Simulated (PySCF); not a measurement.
All values below come from ωB97X-D3(BJ)/def2-TZVP // B3LYP-D3(BJ)/def2-TZVP run with PySCF 2.14.0. Isolated molecules, 0 K electronic values unless said otherwise. 

Reference species (SMILES): `C` (neutral, multiplicity 1).

The HOMO is -13.67 eV and the HOMO–LUMO gap is 17.13 eV.

Changed species: `ClC(Cl)Cl` (3 of 4 H replaced by Cl; the reference has 0 of 4 H replaced by Cl).

**Question.** Predict the effect on the HOMO and HOMO–LUMO gap.

**Answer.** the HOMO rises by 2.27 eV, to -11.40 eV; the HOMO–LUMO gap decreases by 4.37 eV, to 12.76 eV.
